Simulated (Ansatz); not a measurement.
# BeH (doublet): from Hartree-Fock to the top rungs, 6-31G*

An exercise on one series of results from a longer session: the logs are not shown, and one member is left open.

Program: Ansatz 0.2.0, Gaussian basis. Level of theory: 6-31G*, core rule «outside noble gas», up to 1 orbitals frozen. These are calculated values, not measurements.

To be run: UHF; CCSD(T) on ROHF; CCSD(T) on UHF; BCCD(T) on ROHF; CISD; CCSDT on ROHF; CCSDT on UHF; CASSCF and MRCISD+Q, 3 electrons in 5 orbitals; CASSCF and NEVPT4(SD), 3 electrons in 5 orbitals; CASSCF and NEVPT2, 3 electrons in 5 orbitals; Full CI.

21 further runs of the same task are left out: 9 for a known fault of the program, 3 that didn't finish, 9 set aside as unsound or not needed.

### The system

The geometry is an MP2(full)/6-31G* stationary point (not a proven minimum).

2 atoms, charge 0, spin multiplicity 2.

Atoms are counted from 1 here; the program's logs count them from 0.

Bond lengths: Be1–H2 1.348 Å.

Set-up of the first run:

in.yaml reads:

```yaml
crystal:
  periodic: [false, false, false]
  atoms:
    - {symbol: Be, position_ang: [0.000000, 0.000000, 0.000000]}
    - {symbol: H, position_ang: [0.000000, 0.000000, 1.348270]}
basis:
  gaussian: {orbitals: "6-31G*"}
magnetization: {spin_polarized: true, initial_magnetization: 1}
hamiltonian: {xc: hf}
output: {orbitals: {seedname: orbitals}}
```

The run is started by

```bash
ansatz run in.yaml --threads 1 --pin off --events-out ev --progress --plain --max-ram 2393MiB
```

Steps of the session up to this table: UHF; CCSD(T) on ROHF; CCSD(T) on UHF; BCCD(T) on ROHF; CISD; CCSDT on ROHF; CCSDT on UHF; CASSCF and MRCISD+Q, 3 electrons in 5 orbitals; CASSCF and NEVPT4(SD), 3 electrons in 5 orbitals; CASSCF and NEVPT2, 3 electrons in 5 orbitals; Full CI.

One table of the session follows, with a row left open; its other results are not shown here.

It belongs to the step «Misses and costs». 

```
            method  from FCI (kcal/mol)
              ROHF               +19.13
               UHF               +18.92
              RMP2                +6.05
              UMP2                +5.91
              CISD                +0.41
             RCCSD                +0.40
             UCCSD                +0.37
          RCCSD(T)                +0.14
          UCCSD(T)                +0.13
           BCCD(T)                +0.13
            RCCSDT                 0.00
            UCCSDT                 0.00
    CASSCF valence                +6.56
    NEVPT2 valence                    ?
NEVPT4(SD) valence                +0.48
    MRCISD valence                +0.16
  MRCISD+Q valence                +0.11
               FCI                    0
```

Estimate the missing values for NEVPT2 valence.

**Answer.** from FCI (kcal/mol): +2.17. In the column «from FCI (kcal/mol)» it lies between NEVPT4(SD) valence (+0.48) and UMP2 (+5.91).

Caveats from the session: Levels on UHF freeze UHF's core orbitals, full CI those of ROHF, so the U rows can settle a little off it for that reason alone. Restricted and unrestricted rows rest on different reference determinants; where their highest levels disagree by more than a few hundredths of an eV, they describe different states and don't form one ladder.
